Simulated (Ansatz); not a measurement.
Basis-set extrapolation for C₄H₇F (`C=C(C)CF`) (PBE0-D4/def2-TZVP geometry, frozen core, Ansatz 0.2.0). Multiplicity 1, RHF reference.

```
                      def2-TZVPP   def2-QZVPP
                 HF  -255.065688  -255.077197
    MP2 correlation    -0.918867    -0.985700
CCSD(T) correlation    -0.995739      not run
```

Energies in hartree. Use E(X) = E(∞) + A·exp(−7.88·√X) for Hartree–Fock and E(X) = E(∞) + B·X^(−2.97) for correlation, with X = 3 and 4, and add CCSD(T) minus MP2 of the smaller set to the MP2 limit.

Q: What is the CCSD(T) energy at the basis-set limit?

A: HF limit: -255.077197 + (-0.011509) × 0.13774 = -255.07878. MP2 limit: -0.985700 + (-0.066833) × 0.74074 = -1.03521. Higher-order term: -0.995739 − (-0.918867) = -0.07687. Total: -256.19086 hartree, 339.8 kJ/mol below CCSD(T)/def2-TZVPP.
